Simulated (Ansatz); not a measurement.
Process, species as SMILES: OCl (OH-Cl) → Cl[O] (O-Cl) + H atom
B3LYP-D3(BJ)/def2-TZVP geometries, fixed; electronic energies without zero-point terms.
Largest species:
```
O
H 1 0.9686
Cl 1 1.7015 2 103.27
```
Charge 0, spin multiplicity 1.

Energies in hartree at PBE with Ansatz (a quantum-chemistry and plane-wave program); the bond dissociation energy is their sum with the coefficients shown, times 627.509 kcal/mol a hartree. All functions are spherical. Open shells are unrestricted. No added dispersion term, no relativity.

```json
[
 {"species": "OCl (OH-Cl)", "coefficient": "-1", "part": "PBE", "cc-pV(D+d)Z": "-535.69723", "cc-pV(T+d)Z": "-535.74847", "cc-pV(Q+d)Z": "-535.76070"},
 {"species": "[O]Cl (O-Cl)", "coefficient": "+1", "part": "PBE", "cc-pV(D+d)Z": "-535.04975", "cc-pV(T+d)Z": "-535.09879", "cc-pV(Q+d)Z": "-535.11084"},
 {"species": "H atom", "coefficient": "+1", "part": "PBE", "cc-pV(D+d)Z": "-0.49863", "cc-pV(T+d)Z": "-0.49962", "cc-pV(Q+d)Z": "-0.49985"}
]
```

**Question.** Predict the bond dissociation energy in cc-pV(5+d)Z (X = 5): let each PBE step shrink by the ratio of the last two. Compare with the run.

**Answer.** 
- OCl (OH-Cl): steps -0.05124 and -0.01223, ratio 0.239, so PBE -535.76362 (run: -535.76698).
- [O]Cl (O-Cl): steps -0.04904 and -0.01205, ratio 0.246, so PBE -535.11380 (run: -535.11719).
- H atom: steps -0.00099 and -0.00023, ratio 0.232, so PBE -0.49990 (run: -0.49997).
Predicted 94.08 kcal/mol; the run in cc-pV(5+d)Z gives 94.01, a miss of 0.06. Keeping the value in cc-pV(Q+d)Z, 94.13, would miss by 0.12. All sums are of the energies as printed.
